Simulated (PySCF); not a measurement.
# FH3Si: the cost of one run

Method: levels as typed in each script, gas phase, geometry from GFN2-xTB; program: PySCF 2.14.0.

### 1 Starting geometry

SMILES `F[SiH3]`, 5 atoms, charge 0, spin multiplicity 1.

Bond lengths: F1–Si2 1.606 Å, Si2–H3 1.454 Å, Si2–H4 1.454 Å, Si2–H5 1.454 Å. Angles: F1–Si2–H3 105.1°, F1–Si2–H4 105.1°, F1–Si2–H5 105.1°, H3–Si2–H4 113.5°, H3–Si2–H5 113.5°, H4–Si2–H5 113.5°.

Coordinates:

```
F     1.09378    0.00001    0.00001
Si   -0.51218    0.00002    0.00001
H    -0.89101   -1.34098   -0.41561
H    -0.89130    0.31042    1.36895
H    -0.89126    1.03020   -0.95348
```

### 2 Density, bond paths and surface potential (B3LYP/def2-svpd)

Input file input.py:

```python
import numpy as np
from pyscf import gto, scf, dft
from pyscf.scf import atom_ks, atom_hf
from scipy.linalg import block_diag

def solve(mol, dm0=None, hcore=None):
    mf = (dft.UKS if mol.spin else dft.RKS)(mol, xc='b3lyp')
    mf.grids.level = 3
    mf = mf.density_fit(auxbasis='def2-universal-jkfit')
    mf.conv_tol, mf.max_cycle = 1e-8, 80
    if hcore is not None:
        mf.get_hcore = lambda *args: hcore
    mf.kernel(dm0)
    if not mf.converged:
        mf = mf.newton().run(mf.mo_coeff, mf.mo_occ, max_cycle=30)
    assert mf.converged, 'SCF not converged'
    return mf

mol = gto.M(atom='''
F      1.09378     0.00001     0.00001
Si    -0.51218     0.00002     0.00001
H     -0.89101    -1.34098    -0.41561
H     -0.89130     0.31042     1.36895
H     -0.89126     1.03020    -0.95348
''', basis='def2-svpd', charge=0, spin=0, verbose=4)
mf = solve(mol)
mf.analyze()
# spherically averaged free atoms, for the promolecule
atm = atom_ks.get_atm_nrks(mol, xc='b3lyp')
pro = block_diag(*[(atm[a[0]][2] * atm[a[0]][3]) @ atm[a[0]][2].T for a in mol._atom])
np.savez('result.npz', e=mf.e_tot, c=mf.mo_coeff, occ=mf.mo_occ, eps=mf.mo_energy, pro=pro, dip=mf.dip_moment(verbose=0), s2=mf.spin_square()[0])
```

Command:

```bash
$ OMP_NUM_THREADS=1 python input.py
```

**Question.** How long does this run take on 1 thread of Intel Xeon Platinum 8259CL at 2.50GHz (Skylake/Cascade Lake), shared host, and how much memory does it need?

About 4.7 s, with a peak of 0.29 GiB.
